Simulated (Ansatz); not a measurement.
## Diamond

Method: B3LYP (VWN-RPA form) in Ansatz (PAW).

Settings: plane-wave cutoff 520 eV, 12×12×12 k mesh, scalar-relativistic PAW data made under PBE.

Cell: relaxed at this level.

```json
{
 "elastic constant C11": "1107 GPa",
 "elastic constant C12": "112 GPa",
 "elastic constant C44": "580 GPa",
 "Voigt–Reuss–Hill bulk modulus": "444 GPa",
 "Voigt–Reuss–Hill shear modulus (Hill average)": "545 GPa",
 "young_modulus": "1161 GPa",
 "poisson_ratio": "0.064"
}
```

Measured, for comparison: elastic constant C11 1081 GPa, elastic constant C12 125 GPa, elastic constant C44 579 GPa (low temperature, zero-point motion not removed; as tabulated in Tanner et al. (2021), arXiv:2110.11888). Computed (rounded) less measured: elastic constant C11 +2 %, elastic constant C12 -10 %, elastic constant C44 +0.2 %.

Elastic constants are with the ions relaxed.

The computed numbers hold no vibrational or temperature effects.

Ansatz is a quantum-chemistry and plane-wave program.
